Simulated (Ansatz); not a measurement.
A structure relaxed at PBE0-D4/def2-TZVP, charge 0, multiplicity 1:

| atom | x (Å) | y (Å) | z (Å) |
| --- | --- | --- | --- |
| F1 | 1.1430 | -0.6815 | 0.2694 |
| C2 | -0.0106 | 0.0153 | 0.1341 |
| Cl3 | -0.4441 | 0.1685 | -1.5714 |
| H4 | 0.1272 | 1.0194 | 0.5334 |
| H5 | -0.8155 | -0.5217 | 0.6345 |

Give its formula and SMILES.

CH2ClF, `FCCl`.

Point group (tolerance 0.08 Å, 0.16 Å for H)?

Cs.

Summarise the bond lengths by kind.

1 × C–F 1.355 Å; 1 × C–Cl 1.766 Å; 2 × C–H 1.089 Å.

Program: Ansatz 0.2.0.
